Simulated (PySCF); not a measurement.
PySCF job for Li₂, SMILES [Li][Li], HF/pcSseg-2. Geometry optimised at B3LYP-D3(BJ)/def2-TZVPD.

```python
import numpy as np
from pyscf import gto, scf, dft
from pyscf.prop.nmr import rhf as nmr

mol = gto.M(
    atom='''
    Li    0.00000000    0.00000000   -1.36060526
    Li    0.00000000    0.00000000    1.36060526
    ''',
    basis='pcSseg-2',
    charge=0,
    spin=0,
    max_memory=1600,
    verbose=3,
)
mf = scf.RHF(mol)
mf.conv_tol = 1e-10
mf.max_cycle = 100
mf.kernel()
n = nmr.NMR(mf)
n.verbose = 2
n.max_cycle_cphf = 60
sigma = n.kernel()
print('atom   isotropic/ppm   span/ppm')
for i, s in enumerate(sigma):
    w = np.linalg.eigvalsh((s + s.T) / 2)
    print(f'{mol.atom_symbol(i):2s}{i + 1:3d} {w.mean():14.3f} {w[2] - w[0]:11.3f}')
```

Log of the run:

```
converged SCF energy = -14.8680300233299
atom   isotropic/ppm   span/ppm
Li  1         98.279       8.138
Li  2         98.279       8.138
```

The run converged.

Cost: around 0.6 core-seconds (rough).
